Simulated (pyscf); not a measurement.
Optimised with ωB97X-D3(BJ)/def2-SVP in PySCF.

Task: GaH [singlet] + H₃Si–AsH₂ -> H₃Si–AsH–Ga [singlet] + hydrogen (H₂)
Surface: singlet. Broken: Ga–H, As–H. Formed: As–Ga, H–H. Give ΔE‡ and ΔE from ωB97M-D3(BJ)/def2-TZVP, relative to the separated reactants.

Result: ΔE‡ = 0.32 eV, ΔE = -0.80 eV. Zero-point energy shifts the barrier by +0.03 eV. It is a concerted two-bond exchange, with an imaginary mode of 1208i cm⁻¹. On the reactant side the descent ends in a bound adduct, 0.48 eV under the separated species and 0.55 eV under the saddle at ωB97X-D3(BJ)/def2-TZVP. At ωB97X-D3(BJ)/def2-TZVP the barrier from the zero used here is 0.08 eV. This saddle turned up in a search for another step; its sides and bond changes are read from the two ends of the descent. One saddle was located; it need not be the lowest between these sides. Elements up to Kr have no core potential and no relativistic terms here.
